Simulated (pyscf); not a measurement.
Homolytic dissociation enthalpies at 298 K of Al–H, Ga–H, H–In bonds in 6 gas-phase molecules, in kcal/mol. Optimised with ωB97X-D3(BJ)/def2-SVP in PySCF. Both columns use the same structures and thermal terms. Rows were drawn at random from the closed-shell molecules with such a bond whose radicals are computed, keep their shape and have no isomer in the data more than 5 kcal/mol lower.

| row | molecule | radicals | PBE/def2-TZVP | ωB97M-D3(BJ)/def2-TZVP |
|---|---|---|---|---|
| 1 | H₃C–InH–CH₃ | [H₃C–In–CH₃]• + H• | 66.2 | 71.3 |
| 2 | H₂As–GaH–AsH₂ | [H₂As–Ga–AsH₂]• + H• | 69.8 | 74.8 |
| 3 | H₂Ga–PH–GaH₂ | [HGa–PH–GaH₂]• + H• | 73.3 | ? |
| 4 | H₃C–CH₂–AlH–Cl | [H₃C–CH₂–Al–Cl]• + H• | 76.9 | 84.6 |
| 5 | H₃C–GaH–CH₃ | [H₃C–Ga–CH₃]• + H• | 76.1 | 80.4 |
| 6 | H₃C–CH₂–GaH–F | [H₃C–CH₂–Ga–F]• + H• | 72.3 | 77.5 |

### Question
Fit a line that carries the PBE values to the last column and predict row 3.

### Answer
In the 5 complete rows the last column lies 4.3 to 7.7 kcal/mol from PBE (mean 5.5, median 5.1). Least squares gives y = -3.2 + 1.12·x with residuals of 1.1 kcal/mol (root mean square). For row 3: -3.2 + 1.12 × 73.3 = 78.9 kcal/mol. The computed value is 78.0 kcal/mol, 0.9 under the line. Elements up to Kr have no core potential and no relativistic terms here. Elements past Kr carry the def2 core potentials, without spin-orbit coupling.
